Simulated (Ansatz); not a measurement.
**singlet CH3BCl+: levels of theory compared**

We compute a comparison of 6 runs (HF/3-21G, HF/aug-cc-pVDZ, B3LYP/6-31G*, PBE/aug-cc-pVDZ, r2SCAN/aug-cc-pVDZ, CCSD(T)/aug-cc-pVDZ) of singlet CH3BCl+. 

The results are computed with Ansatz 0.2.0.

70 further runs of the same task are left out: 70 set aside as unsound or not needed.

### Step 1. The system as given

CH3BCl+ has 6 atoms, charge +1, and is taken as a singlet. SMILES of the parent species: `C[B]Cl`. The coordinates come from a PBE0-D4/def2-TZVP relaxation. That shape belongs to the parent species and isn't relaxed for this state.

Bond lengths: C1–B2 1.544 Å, B2–Cl3 1.727 Å, C1–H4 1.099 Å, C1–H5 1.095 Å, C1–H6 1.091 Å. Angles: C1–B2–Cl3 126.1°, B2–C1–H4 106.5°, B2–C1–H5 113.2°, B2–C1–H6 113.0°, H4–C1–H5 107.2°, H4–C1–H6 106.6°, H5–C1–H6 109.9°.

### Step 2. The energy at HF/3-21G (run 1)

input.yaml reads:

```yaml
crystal:
  periodic: [false, false, false]
  atoms:
    - {symbol: C, position_ang: [-0.289900, 0.325200, -0.312400]}
    - {symbol: B, position_ang: [0.195300, -1.059500, 0.167700]}
    - {symbol: Cl, position_ang: [1.467800, -1.355700, 1.297800]}
    - {symbol: H, position_ang: [-1.073500, 0.641700, 0.390700]}
    - {symbol: H, position_ang: [0.494200, 1.088800, -0.289700]}
    - {symbol: H, position_ang: [-0.752000, 0.295400, -1.300400]}
basis:
  gaussian:
    orbitals: 3-21G.json
total_charge: 1
hamiltonian:
  xc: hf
accuracy: high
output: {orbitals: {seedname: orbitals}}
```

The basis set 3-21G is read from a file made from the Basis Set Exchange's data (not shown).

Command:

```sh
ansatz run input.yaml --threads 1 --pin off --max-ram 3480MiB --events-out events.jsonl --progress --plain --runs-dir runs
```

Output:

```text
Warning: RAYON_NUM_THREADS=1 ignored (pool sized by the plan → 1); use --threads N
Functional definition: HF
  name "HF"
  exchange = exact_x
  correlation = 0
835 factors; integrals over basis functions are off by at most 3.1e-9 eV
mean field evaluation 1: about -14172.3966 eV, gradient 2.9e1 eV
mean field evaluation 2: about -14172.3910 eV, gradient 2.9e1 eV
mean field evaluation 4: about -14174.8053 eV, gradient 2.0e0 eV
mean field evaluation 8: about -14174.8248 eV, gradient 2.9e-4 eV
mean field -14174.82483842 eV, -520.9152047705 hartree, gradient 2.6e-8 eV, S^2 0.000000; 0 other end points of the search recorded, 0 dependent functions left out
reference -14174.82483842 eV, -520.9152047705 hartree; 15, 15 occupied and 22, 22 virtual orbitals, 835 factors
Total energy: -14174.82483842 eV, -520.9152047705 hartree
```

It took 0.3 s on 1 thread of Arm Neoverse V1, shared host.

### Step 3. The energy at HF/aug-cc-pVDZ (run 2)

run.yaml reads:

```yaml
crystal:
  periodic: [false, false, false]
  atoms:
    - {symbol: C, position_ang: [-0.289900, 0.325200, -0.312400]}
    - {symbol: B, position_ang: [0.195300, -1.059500, 0.167700]}
    - {symbol: Cl, position_ang: [1.467800, -1.355700, 1.297800]}
    - {symbol: H, position_ang: [-1.073500, 0.641700, 0.390700]}
    - {symbol: H, position_ang: [0.494200, 1.088800, -0.289700]}
    - {symbol: H, position_ang: [-0.752000, 0.295400, -1.300400]}
basis:
  gaussian:
    orbitals: aug-cc-pVDZ
total_charge: 1
hamiltonian:
  xc: hf
accuracy: high
output:
  orbitals: {seedname: orbitals}
```

Command:

```sh
ansatz run run.yaml --threads 1 --pin off --max-ram 3480MiB --events-out events.jsonl --progress --plain --runs-dir runs
```

Output:

```text
Warning: RAYON_NUM_THREADS=1 ignored (pool sized by the plan → 1); use --threads N
[... 4 set-up lines as earlier in the session ...]
1975 factors; integrals over basis functions are off by at most 3.8e-9 eV
mean field evaluation 1: about -14242.0095 eV, gradient 3.6e1 eV
mean field evaluation 2: about -14242.0102 eV, gradient 3.6e1 eV
mean field evaluation 4: about -14245.3383 eV, gradient 2.3e0 eV
mean field evaluation 8: about -14245.3668 eV, gradient 2.0e-4 eV
mean field -14245.36676474 eV, -523.5075727479 hartree, gradient 2.4e-8 eV, S^2 0.000000; 0 other end points of the search recorded, 0 dependent functions left out
reference -14245.36676474 eV, -523.5075727479 hartree; 15, 15 occupied and 85, 85 virtual orbitals, 1975 factors
Total energy: -14245.36676474 eV, -523.5075727479 hartree
```

It took 3.3 s on 1 thread of Arm Neoverse V1, shared host; peak memory 0.26 GiB.

### Step 4. The energy at B3LYP/6-31G(d) (Cartesian functions) (run 3)

molecule.yaml reads:

```yaml
crystal:
  periodic: [false, false, false]
  atoms:
    - symbol: C
      position_ang: [-0.289900, 0.325200, -0.312400]
    - symbol: B
      position_ang: [0.195300, -1.059500, 0.167700]
    - symbol: Cl
      position_ang: [1.467800, -1.355700, 1.297800]
    - symbol: H
      position_ang: [-1.073500, 0.641700, 0.390700]
    - symbol: H
      position_ang: [0.494200, 1.088800, -0.289700]
    - symbol: H
      position_ang: [-0.752000, 0.295400, -1.300400]
basis:
  gaussian:
    orbitals: "6-31G*"
total_charge: 1
hamiltonian:
  xc: {name: B3LYP}
accuracy: high
output: {orbitals: {seedname: orbitals}}
```

Command:

```sh
ansatz run molecule.yaml --threads 1 --pin off --max-ram 3480MiB --events-out events.jsonl --progress --plain --runs-dir runs
```

Output:

```text
Warning: RAYON_NUM_THREADS=1 ignored (pool sized by the plan → 1); use --threads N
Functional definition: B3LYP
  name "B3LYP"
  parameter a0 = 0.2
  parameter ax = 0.72
  parameter ac = 0.81
  exchange = (1 - a0 - ax)*slater_x + ax*b88_x + a0*exact_x
  correlation = (1 - ac)*vwn_rpa_c + ac*lyp_c
1182 factors; integrals over basis functions are off by at most 3.6e-9 eV
mean field evaluation 1: about -14268.1680 eV, gradient 5.8e1 eV
mean field evaluation 2: about -14261.2020 eV, gradient 7.2e1 eV
mean field evaluation 4: about -14275.9596 eV, gradient 6.2e0 eV
mean field evaluation 8: about -14276.0677 eV, gradient 2.2e-1 eV
mean field evaluation 16: about -14276.0678 eV, gradient 1.7e-5 eV
mean field -14276.06778608 eV, -524.6358144720 hartree, gradient 9.5e-8 eV, S^2 0.000000; 0 other end points of the search recorded, 0 dependent functions left out
reference -14276.06781704 eV, -524.6358156098 hartree; 15, 15 occupied and 40, 40 virtual orbitals, 1182 factors
Total energy: -14276.06781704 eV, -524.6358156098 hartree
```

It took 2.6 s on 1 thread of Arm Neoverse V1, shared host; peak memory 0.14 GiB.

Runs 4 to 5 aren't shown in full; the table further down has their settings and results.

### Step 5. The energy at CCSD(T)/aug-cc-pVDZ (run 6)

run.yaml reads:

```yaml
crystal:
  periodic: [false, false, false]
  atoms:
    - symbol: C
      position_ang: [-0.289900, 0.325200, -0.312400]
    - symbol: B
      position_ang: [0.195300, -1.059500, 0.167700]
    - symbol: Cl
      position_ang: [1.467800, -1.355700, 1.297800]
    - symbol: H
      position_ang: [-1.073500, 0.641700, 0.390700]
    - symbol: H
      position_ang: [0.494200, 1.088800, -0.289700]
    - symbol: H
      position_ang: [-0.752000, 0.295400, -1.300400]
basis:
  gaussian:
    orbitals: aug-cc-pVDZ
scf:
  omitted_lower_state_checks: [cluster_reference, increment]
correlation:
  method: ccsd_t
  frozen_orbitals: {B: 1, C: 1, Cl: 5, H: 0}
accuracy: high
total_charge: 1
```

Command:

```sh
ansatz run run.yaml --threads 1 --pin off --max-ram 3480MiB --events-out events.jsonl --progress --plain --runs-dir runs
```

Output:

```text
Warning: RAYON_NUM_THREADS=1 ignored (pool sized by the plan → 1); use --threads N
[... 11 lines left out ...]
7 core orbitals not correlated: weight in the atoms' cores, before any rotation towards them, 1.000 or more for the frozen orbitals, at most 0.000 for the correlated occupied ones
[... 28 lines left out ...]
Total energy: -14256.43342259 eV, -523.9142649224 hartree
Checks for a lower state left out: cluster_reference, increment
```

It took 18 s on 1 thread of Arm Neoverse V1, shared host; peak memory 0.72 GiB.

### Step 6. Overview of the runs

```
run                               level  Cartesian functions  frozen core orbitals  energy (Eh)  HOMO energy (eV)  LUMO energy (eV)  HOMO–LUMO gap (eV)  wall time
  1                            HF/3-21G                   no                     –  -520.915205            -19.87             -7.01               12.86      0.3 s
  2                      HF/aug-cc-pVDZ                   no                     –  -523.507573            -19.60             -6.63               12.96      3.3 s
  3  B3LYP/6-31G* (Cartesian functions)                  yes                     –  -524.635816            -16.16            -10.52                5.64      2.6 s
  4                     PBE/aug-cc-pVDZ                   no                     –  -524.360305            -15.03            -11.19                3.85        6 s
  5                  r2SCAN/aug-cc-pVDZ                   no                     –  -524.572487            -15.33            -10.95                4.38       11 s
  6                 CCSD(T)/aug-cc-pVDZ                   no                     7  -523.914265                 –                 –                   –       18 s
```

### Step 7. What came out

```
                                          quantity          value
                               run 6: total energy  -523.91426 Eh
run 6: correlation energy (7 core orbitals frozen)     -406.7 mEh
                             run 6: (T) correction     -14.91 mEh
                              run 6: T1 diagnostic          0.020
```

In words: Over runs 1, 2, 3, 4, 5 the HOMO–LUMO gap runs from 3.85 eV (PBE/aug-cc-pVDZ) to 12.96 eV (HF/aug-cc-pVDZ). Exact exchange widens orbital gaps. Totals of different functionals can't be ranked against each other. All runs together took 41 s, the longest 18 s.
